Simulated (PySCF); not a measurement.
Cl2, SMILES ClCl (connectivity only; charge and spin as stated), charge +1, multiplicity 2.

Geometry optimised at PBE0-D3(BJ)/def2-TZVPD.

Two levels are set side by side: PBE/def2-TZVPD (PySCF) and M06-2X/def2-TZVPD (PySCF). Same geometry, gas phase. Differences are taken from unrounded values.

| quantity | M06-2X |
|---|---|
| α-spin orbital gap (eV) | 9.07 |
| β-spin orbital gap (eV) | 4.73 |

### Question
What does PBE give, and how far is it from M06-2X? (The exact figures need the calculation; the answer reports its results.)

### Answer

```tsv
quantity	PBE	PBE minus M06-2X
α-spin orbital gap (eV)	3.72	-5.35
β-spin orbital gap (eV)	0.10	-4.62
```

Rough cost on one machine, each run with all the roots and properties that it gave: M06-2X against PBE about 3 times.
